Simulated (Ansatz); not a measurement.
The first iterations of a band of CH₄NO (7 atoms, charge -1, multiplicity 1).

The calculation used RKS PBE/6-31G (Ansatz 0.2.0).

| Item | Value |
| --- | --- |
| movable images | 7 |
| climbing image | yes |
| spring | 5.0 eV/Å² |
| optimiser | quadratic models (default) |
| start path | IDPP |
| force threshold | 0.05 eV/Å |
| iteration limit | 60 |
| end points | relaxed |

First end point:

```xyz
7
Properties=species:S:1:pos:R:3
N -0.394 0.305 -0.749
C 0.526 0.363 0.406
O 0.546 -1.125 0.963
H -0.169 1.007 -1.458
H -1.450 0.220 -0.647
H -0.022 0.810 1.299
H 0.962 -1.581 0.187
```

Last end point:

```xyz
7
Properties=species:S:1:pos:R:3
N -0.482 0.836 -0.497
C 0.537 0.340 0.444
O 0.349 -1.285 0.520
H -0.177 0.681 -1.469
H -1.450 0.405 -0.427
H 0.097 0.575 1.458
H 1.125 -1.553 -0.029
```

| iteration | highest image above the first end (eV) | largest band force component (eV/Å) |
| --- | --- | --- |
| 1 | 0.023 | 0.597 |
| 2 | 0.004 | 0.432 |

Does the band converge within its limit, and where does its top end?

The run converged. It ended after 5 iterations with the highest image 0.001 eV above the first end. The top lies less than 8 meV above the higher end, about what the thresholds resolve: that end is a shoulder or a very shallow well. A vibrational analysis at the climbing image gives one clearly imaginary mode, 241i cm⁻¹: a first-order saddle point. Limits of this set-up: no polarisation functions, an anion without diffuse functions, the dipole of an ion depends on the origin.

Time of the run: 34 s on 1 thread of Arm Neoverse V2 (shared host), peak memory 0.19 GiB.
